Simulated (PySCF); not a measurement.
**C4H3N: core ionisation energies**

Compound: C4H3N.
Numbering: `[CH:1]#[C:2][C@@H:3]1[CH:4]=[N:5]1`

Cartesian coordinates in Å at the GFN2-xTB level; atoms count from 1:
```
atom  x, y, z in Å
C1     1.9123    0.7537    0.2860
C2     0.9222    0.1222    0.0472
C3    -0.2715   -0.6112   -0.2288
C4    -1.5819    0.0008   -0.0272
N5    -1.2837   -0.8040    0.8790
H6     2.7903    1.2913    0.4853
H7    -0.1650   -1.4311   -0.9329
H8    -2.3135    0.6878   -0.3777
```

Computed, not measured: delta-SCF UKS SCAN, pcX-2 on the ionised atom, pcseg-1 elsewhere, spin-free X2C (PySCF 2.14.0). Binding energies are ΔSCF values: E(core-ionised, relaxed orbitals) − E(ground state) at a fixed geometry, referred to the vacuum level.

Problem. List the computed XPS lines with their assignment.

Solution. 
```json
{"atom(s)": "C1", "environment": "terminal alkyne carbon", "level": "C 1s", "binding energy (eV)": "290.29", "above the level's lowest (eV)": "0.00", "count": "1"}
{"atom(s)": "C2", "environment": "alkyne carbon", "level": "C 1s", "binding energy (eV)": "290.81", "above the level's lowest (eV)": "+0.52", "count": "1"}
{"atom(s)": "C3", "environment": "sp3 carbon bound to nitrogen", "level": "C 1s", "binding energy (eV)": "292.60", "above the level's lowest (eV)": "+2.31", "count": "1"}
{"atom(s)": "C4", "environment": "C=N carbon", "level": "C 1s", "binding energy (eV)": "292.64", "above the level's lowest (eV)": "+2.35", "count": "1"}
{"atom(s)": "N5", "environment": "C=N nitrogen", "level": "N 1s", "binding energy (eV)": "405.72", "above the level's lowest (eV)": "0.00", "count": "1"}
```

Lowest listed C 1s: C1, bonded to C (triple bond) and H. Highest, 2.35 eV above it: C4, bonded to N (double bond), C and H. Summing the Pauling electronegativity differences to the bonded atoms, each weighted by its formal bond order, gives -0.35 for the lowest site and +0.63 for the highest; no listed site has a larger sum than the highest. The values 292.60 and 292.64 eV lie too close for their order to be trusted.

Problem. Which effective nuclear charge Zeff reproduces each element's mean 1s value in the hydrogen-like formula E = 13.606 eV × Zeff²?

Solution. C (Z = 6): mean 291.6 eV, Zeff = 4.63, Z − Zeff = 1.37; N (Z = 7): mean 405.7 eV, Zeff = 5.46, Z − Zeff = 1.54. Means run over the listed sites, weighted by atom count.

Spin contamination (⟨S²⟩ against 0.75 for a pure doublet) is marked for C 1s of C2 (0.85) and C 1s of C4 (0.87), which makes these values less certain. Geometry: GFN2-xTB; no solvent, vibrations or thermal averaging.
